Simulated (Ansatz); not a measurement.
Saddle point of Si₂H₅Cl, closed shell (Si₂H₅Cl ([SiH3][SiH2][Cl]) → SiH₃Cl ([SiH3][Cl]) + SiH₂ (still joined by a long Si–Cl bond); bonds formed: Si1–Cl3; bonds broken: Si1–Si2; bonds weakened to dative contacts: Si2–Cl3), PBE0-D4/def2-TZVP structure:

Si1  (-0.404, -0.239, 1.133)
Si2  (0.040, 0.626, -1.343)
Cl3  (1.290, -0.938, -0.111)
H4  (-0.109, -0.241, -2.564)
H5  (1.220, 1.472, -1.744)
H6  (-1.744, -0.710, 0.719)
H7  (-0.293, 1.148, 1.635)
H8  (-0.001, -1.118, 2.274)
(Å)

Energies are electronic, without zero-point energy. Barriers and step energies count from the start structure reached by relaxing down the imaginary mode; all methods use the PBE0-D4 structures, on which another method's saddle can fall below an end. Program: Ansatz 0.2.0. Basis: def2-TZVPP, with def2-QZVPP for the basis limit. Cores are frozen in the correlated methods. B3LYP uses VWN-RPA correlation. Extrapolation: Hartree–Fock as exp(−7.88 √X), correlation as X^−2.97.

```tsv
method	barrier (kcal/mol)	step energy (kcal/mol)
SPW92	45.57	45.88
PBE-D4	46.61	46.02
BLYP-D4	?	43.79
r2SCAN-D4	?	49.62
B97M-V	50.68	47.94
PBE0-D4	50.21	48.42
B3LYP-D4	50.51	46.16
r2SCAN0-D4	52.41	50.31
BHLYP-D4	54.38	48.48
CAM-B3LYP-D4	53.16	47.90
wB97X-V	53.58	49.57
wB97M-V	49.04	44.47
B2PLYP	52.19	47.71
PBE-QIDH	52.98	50.06
RPA on PBE	49.56	44.89
HF	61.03	51.33
MP2	?	48.35
CCSD	53.58	47.73
CCSD(T)	51.94	47.15
```

Task: Fill in the withheld barriers. (To be estimated.)

Result: The calculation gives: MP2 52.40; BLYP-D4 47.48; r2SCAN-D4 50.73 kcal/mol. Each is the energy of the saddle less that of the start structure, by the same method.

For comparison, the barrier by CCSD(T) at an estimated basis limit (MP2 extrapolated from triple and quadruple zeta, plus CCSD(T) − MP2 in triple zeta) is 51.99 kcal/mol.

T1 diagnostic: at most 0.013.

Losses and insertions of silylenes and their heavier kin drive the gas-phase chemistry of silicon and germanium vapour deposition.

Labels in which every atom is bracketed show which atoms are joined, not bond orders.

For scale, one of the runs: CCSD(T)/def2-TZVPP, 196 basis functions, launched by `ansatz run in.yaml --threads 2 --pin off --events-out ev --progress --plain --max-ram 4352MiB`. The run took 41 s on 2 CPU threads of an Arm Neoverse V1 (shared host), with 2 GiB of host memory at its peak.
